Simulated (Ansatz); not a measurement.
# 1,3-hydrogen shift

Start structure (CH2OS, closed shell), relaxed at PBE0-D4/def2-TZVP:

```
atom    x (Å)    y (Å)    z (Å)
  H1   0.6847  -1.2618   0.2852
  O2   0.2804  -0.8554  -0.4983
  C3  -0.1931   0.3252  -0.1362
  H4  -0.6577   0.8180  -0.9898
  S5  -0.1142   0.9740   1.3391
```

The step: CH₂OS ([OH][CH][S]) → CH₂OS ([O][CH][SH]); bonds formed: H1–S5; bonds broken: H1–O2. Computed with Ansatz 0.2.0 (basis: def2-TZVPP and def2-QZVPP); correlated methods freeze the cores. Extrapolation: Hartree–Fock as exp(−7.88 √X), correlation as X^−2.97. Energies below are by CCSD(T) at an estimated basis limit (MP2 extrapolated from triple and quadruple zeta, plus CCSD(T) − MP2 in triple zeta).

What are the electronic barrier and the energy of the step, from the start structure to the end structure? (An estimate is asked for; the value comes from the calculation.)

The calculation gives: Barrier 30.97 kcal/mol; step energy -0.64 kcal/mol (downhill); reverse barrier, their difference, 31.61 kcal/mol. Barrier and step energy count from the start structure, the reverse barrier from the end structure.

The saddle point: One imaginary mode of 1711i cm⁻¹.
```tsv
pair	start (Å)	saddle (Å)	end (Å)
H1–S5	2.60	1.65	1.34
H1–O2	0.97	1.35	2.61
```

Zero-point energy (harmonic, PBE0-D4): ZPE is 20.02 kcal/mol at the start and 16.21 kcal/mol at the saddle, so the barrier goes from 30.97 to 27.16 kcal/mol.

First-order rate constant out of the start structure at 298 K by transition-state theory, with harmonic vibrational free energies alone and no tunnelling: ΔA‡ = 27.22 kcal/mol, so k = (kB T/h) exp(−ΔA‡/kB T) ≈ 10^-7 s⁻¹ (an order of magnitude at best: rotation, the number of equivalent paths and anharmonicity are left out).

No T1 diagnostic of these runs exceeds 0.023.

Labels in which every atom is bracketed show which atoms are joined, not bond orders.

For scale, one of the runs: CCSD(T)/def2-TZVPP, 132 basis functions, launched by `ansatz run in.yaml --threads 2 --pin off --events-out ev --progress --plain --max-ram 4352MiB`. Time: 12 s of wall clock on 2 CPU threads of an Intel Xeon Platinum 8488C; the host was shared. Peak host memory: 0.67 GiB.
